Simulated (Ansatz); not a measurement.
# H3Si–PH2, singlet in cc-pVDZ: errors against RCCSDT(Q)

Geometry: displaced at random from a stationary point.

```xyz
7

Si   -0.0321    0.0070    1.1487
P     0.0925   -0.0091   -1.1148
H     0.7194   -1.1589    1.5954
H     0.6166    1.1965    1.6252
H    -1.5206    0.0035    1.5994
H    -0.9038   -1.0440   -1.2893
H    -0.8581    1.0885   -1.2817
```

Basis cc-pVDZ; Ansatz 0.2.0. Correlated methods freeze the noble-gas cores, which leaves 14 electrons in 51 orbitals. R marks a restricted (for open shells ROHF) determinant. Active spaces: frontier = (8e, 8o) about the gap.

Full CI isn't at hand for all of this; RCCSDT(Q) serves as the reference, and is uncertain by the last step of the cluster series or more.

```
UHF ⟨S²⟩                          : 0.000
T1 diagnostic (RCCSD)             : 0.0118
largest doubles amplitude (RCCSD) : 0.046
```

| level | E − E(RHF) (eV) |
| --- | --- |
| RMP2 | -6.3490 |
| RCCSD | -7.6502 |
| RCCSD(T) | -7.8495 |

**Question.** Estimate how far RCCSDT(Q) in cc-pVDZ lies from RCCSD(T). The table doesn't fix it; the size of (T) and the diagnostics are the guide.

**Answer.** RCCSDT(Q) in cc-pVDZ lies 1.51 mEh below RCCSD(T), which is 21 % of the (T) step (-7.32 mEh). The diagnostics are small and one determinant leads, so the series closes fast and only a small part of (T) is left.

The other levels:

```csv
level,E − E(RCCSDT(Q)) (mEh),share of correlation (%),wall time
CISD,37.07,87.22,2.2 s
BCCD(T),1.48,99.49,0.78 s
RCCSDT,0.38,99.87,–
CASSCF (frontier space),228.05,21.35,–
NEVPT2 (frontier space),53.33,81.61,14 s
MRCISD (frontier space),23.08,92.04,–
MRCISD+Q (frontier space),1.83,99.37,20 s
```

The correlation energy at RCCSDT(Q), counted from RHF, is -7.891 eV. That run took 30 s on 1 thread of Intel Xeon 6975P-C, shared host.

Times hold each run's SCF and search for its determinant on a shared host, so for small cases they say little of a method's own cost; they ran on 1 thread of Intel Xeon 6975P-C. Some runs computed forces too.
